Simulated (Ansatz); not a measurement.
For hcp Hf, PBE-D4 in Ansatz (PAW) gives:

| Item | Result |
|---|---|
| lattice parameter a | 3.189 Å |
| lattice parameter c | 5.050 Å |

Q: What does r²SCAN+SOC in Ansatz (PAW) give for the same quantities?

A: 
- lattice constant a: 3.196 Å (increases by 0.2 %)
- lattice parameter c: 5.042 Å (decreases by 0.2 %)

For comparison: lattice constant a 3.194 Å (measured, 293 K, not corrected to a static lattice, sources range from 3.194 to 3.200; as tabulated in Wikipedia's data pages); lattice parameter c 5.051 Å (measured, 293 K, not corrected to a static lattice; as tabulated in Wikipedia's data pages).

Changes are worked out from the printed values.

Unless a cell is named, each level is at its own relaxed cell (PBE-D4 22.23, r²SCAN+SOC 22.30 Å³/atom).

Levels without +SOC leave out spin–orbit coupling, which shifts energies and cells of such heavy elements.

Ansatz's density-functional and Hartree–Fock values are scalar-relativistic unless marked +SOC, with PAW data made under PBE.

Ansatz is an electronic-structure program.
